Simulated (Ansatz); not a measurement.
Born–Oppenheimer molecular dynamics of C4H6S (11 atoms, charge 0, multiplicity 1). It starts from a relaxed structure.

Level of theory: RKS PBE0-D4/STO-3G in Ansatz.

- ensemble: NVT, Nosé–Hoover chain
- time step: 0.5 fs
- steps asked: 138
- set temperature: 700 K
- thermostat: time constant 100 fs, chain length 3 (defaults)
- seed: 2486

Frames 0.5 fs apart, positions in Å.

Velocities at 0.0 fs (Å/ps):

```
C 1.02 3.44 -1.49
C -2.17 -7.20 6.69
C 5.47 4.81 11.97
C -6.05 -0.94 5.33
S 0.33 2.74 -7.23
H -27.14 10.46 14.07
H 35.31 -26.06 -14.01
H -16.16 -42.75 -5.48
H -7.66 13.88 -32.08
H 13.83 -40.08 -18.45
H 11.90 -4.05 17.65
```

```xyz
11
Properties=species:S:1:pos:R:3 time_fs=0.0 energy_less_start_eV=0.000 T=700
C -1.326 1.294 0.889
C -0.530 0.246 0.641
C 0.303 0.103 -0.594
C 1.113 -1.205 -0.619
S 0.352 1.202 -1.785
H -1.394 2.115 0.165
H -1.925 1.375 1.801
H -0.465 -0.573 1.369
H 1.762 -1.273 0.267
H 0.438 -2.074 -0.597
H 1.736 -1.267 -1.520
11
Properties=species:S:1:pos:R:3 time_fs=0.5 energy_less_start_eV=0.022 T=681
C -1.325 1.296 0.889
C -0.531 0.242 0.645
C 0.306 0.105 -0.588
C 1.110 -1.206 -0.617
S 0.352 1.204 -1.788
H -1.408 2.120 0.172
H -1.907 1.362 1.794
H -0.473 -0.594 1.367
H 1.758 -1.266 0.251
H 0.445 -2.094 -0.606
H 1.742 -1.269 -1.511
11
Properties=species:S:1:pos:R:3 time_fs=1.0 energy_less_start_eV=0.082 T=631
C -1.325 1.298 0.888
C -0.532 0.238 0.648
C 0.309 0.107 -0.582
C 1.107 -1.206 -0.614
S 0.353 1.205 -1.792
H -1.421 2.125 0.179
H -1.890 1.349 1.789
H -0.481 -0.615 1.363
H 1.755 -1.259 0.237
H 0.452 -2.113 -0.615
H 1.748 -1.271 -1.502
11
Properties=species:S:1:pos:R:3 time_fs=1.5 energy_less_start_eV=0.162 T=563
C -1.324 1.299 0.887
C -0.533 0.235 0.651
C 0.312 0.110 -0.576
C 1.104 -1.207 -0.612
S 0.353 1.206 -1.795
H -1.434 2.130 0.186
H -1.876 1.337 1.786
H -0.489 -0.634 1.359
H 1.753 -1.253 0.225
H 0.460 -2.130 -0.624
H 1.754 -1.272 -1.494
11
Properties=species:S:1:pos:R:3 time_fs=2.0 energy_less_start_eV=0.240 T=497
C -1.323 1.301 0.886
C -0.534 0.231 0.655
C 0.314 0.112 -0.570
C 1.101 -1.208 -0.610
S 0.353 1.208 -1.799
H -1.447 2.136 0.192
H -1.864 1.325 1.786
H -0.498 -0.651 1.355
H 1.754 -1.247 0.217
H 0.468 -2.145 -0.632
H 1.759 -1.274 -1.486
11
Properties=species:S:1:pos:R:3 time_fs=2.5 energy_less_start_eV=0.300 T=446
C -1.322 1.302 0.885
C -0.536 0.228 0.658
C 0.317 0.115 -0.565
C 1.097 -1.208 -0.608
S 0.353 1.209 -1.802
H -1.458 2.141 0.199
H -1.855 1.314 1.790
H -0.506 -0.665 1.349
H 1.757 -1.242 0.214
H 0.478 -2.157 -0.639
H 1.764 -1.274 -1.478
11
Properties=species:S:1:pos:R:3 time_fs=3.0 energy_less_start_eV=0.337 T=413
C -1.320 1.303 0.883
C -0.537 0.224 0.661
C 0.319 0.117 -0.560
C 1.093 -1.210 -0.607
S 0.353 1.210 -1.806
H -1.469 2.146 0.204
H -1.849 1.304 1.799
H -0.515 -0.676 1.341
H 1.763 -1.238 0.215
H 0.488 -2.166 -0.646
H 1.768 -1.274 -1.471
11
Properties=species:S:1:pos:R:3 time_fs=3.5 energy_less_start_eV=0.360 T=392
C -1.319 1.304 0.882
C -0.538 0.220 0.664
C 0.322 0.120 -0.555
C 1.090 -1.211 -0.606
S 0.353 1.211 -1.809
H -1.479 2.151 0.210
H -1.847 1.294 1.811
H -0.523 -0.685 1.333
H 1.770 -1.235 0.221
H 0.499 -2.172 -0.651
H 1.772 -1.274 -1.465
11
Properties=species:S:1:pos:R:3 time_fs=4.0 energy_less_start_eV=0.385 T=370
C -1.317 1.304 0.880
C -0.539 0.217 0.667
C 0.324 0.122 -0.550
C 1.086 -1.212 -0.606
S 0.354 1.212 -1.812
H -1.488 2.156 0.215
H -1.847 1.286 1.825
H -0.532 -0.690 1.325
H 1.778 -1.232 0.231
H 0.510 -2.175 -0.655
H 1.774 -1.272 -1.460
11
Properties=species:S:1:pos:R:3 time_fs=4.5 energy_less_start_eV=0.424 T=337
C -1.316 1.304 0.879
C -0.540 0.214 0.670
C 0.326 0.125 -0.546
C 1.083 -1.214 -0.605
S 0.354 1.213 -1.815
H -1.495 2.161 0.219
H -1.848 1.279 1.839
H -0.541 -0.693 1.316
H 1.787 -1.231 0.242
H 0.521 -2.175 -0.659
H 1.777 -1.270 -1.456
11
Properties=species:S:1:pos:R:3 time_fs=5.0 energy_less_start_eV=0.480 T=290
C -1.314 1.304 0.878
C -0.541 0.210 0.673
C 0.328 0.127 -0.543
C 1.079 -1.216 -0.605
S 0.354 1.214 -1.818
H -1.501 2.165 0.224
H -1.851 1.272 1.853
H -0.550 -0.693 1.307
H 1.794 -1.231 0.254
H 0.531 -2.173 -0.660
H 1.778 -1.266 -1.452
11
Properties=species:S:1:pos:R:3 time_fs=5.5 energy_less_start_eV=0.547 T=232
C -1.312 1.303 0.878
C -0.542 0.208 0.675
C 0.330 0.130 -0.539
C 1.077 -1.218 -0.605
S 0.354 1.215 -1.821
H -1.506 2.168 0.228
H -1.854 1.267 1.865
H -0.559 -0.692 1.298
H 1.800 -1.231 0.267
H 0.540 -2.169 -0.661
H 1.779 -1.262 -1.450
```

Of the whole run (69 fs, mean temperature of the second half 357 K): The conserved energy stayed within 0.45 meV per atom of its start (net change 0.32 meV per atom), so the integration is sound. The mean temperature of the second half is 49 % below the set value. A run of 0.069 ps of so small a system gives no equilibrium averages. Limits of this set-up: minimal basis.

Run time: 13 min on 1 thread of Intel(R) Xeon(R) Processor @ 2.50GHz (Skylake/Cascade Lake) (shared host), peak memory 0.11 GiB.
